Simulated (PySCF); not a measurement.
B3LYP has the VWN-RPA correlation part, as in Gaussian. Excitations are Tamm–Dancoff values on a coarser integration grid. The basis has no diffuse functions, so Rydberg states are missing or too high.

Z-matrix (Å, degrees):
```
C
F 1 1.3401
F 1 1.3401 2 108.50
F 1 1.3401 2 108.50 3 117.70
H 1 1.0902 2 110.43 4 121.15
```
Charge 0, multiplicity 1.

What S1 excitation (TDA), brightest of the four lowest singlets (TDA) and S1–T1 gap (TDA) does B3LYP-D3(BJ)/def2-TZVP (PySCF) give?


```
Property                                        Value
-------------------------------------------  --------
S1 excitation (TDA)                          11.70 eV
brightest of the four lowest singlets (TDA)  11.70 eV
S1–T1 gap (TDA)                               1.01 eV
```
